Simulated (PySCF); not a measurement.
Which level of theory gave which numbers?

Compound: C3H4O.
SMILES: `C(O)C#C`

The closed-shell ground state was solved 4 times with PySCF (density fitting, gas phase), always in the pcSseg-2 basis (200 functions), with these functionals: B97-2, KT3, PBE0 and wB97X-D. The structure is a single PBE0-D3(BJ)/def2-TZVP conformer in the gas phase; no vibrational or solvent corrections.

| row | total energy (Eh) | HOMO (eV) | LUMO (eV) | dipole (D) |
| --- | --- | --- | --- | --- |
| P | -191.7113 | -7.70 | 0.00 | 1.95 |
| Q | -194.8331 | -6.44 | -0.98 | 1.81 |
| R | -191.8710 | -9.59 | 1.78 | 1.97 |
| S | -191.8670 | -7.44 | 0.00 | 1.93 |

Task: Which functional belongs to which row?

Result: P = PBE0, Q = KT3, R = wB97X-D, S = B97-2. By rising HOMO–LUMO gap: KT3 (GGA) 5.46 eV; B97-2 (global hybrid, 21 % exact exchange) 7.44 eV; PBE0 (global hybrid, 25 % exact exchange) 7.70 eV; wB97X-D (range-separated hybrid) 11.37 eV. Total energies of different functionals aren't bounds to one another; each is stationary for its own functional.

Shape of the structure used: `[CH:1]#[C:2][CH2:3][OH:4]`: H–O4–C3–C2 180°.

Note: wB97X-D ran without an empirical dispersion term, which enters the total energy and its gradient alone.
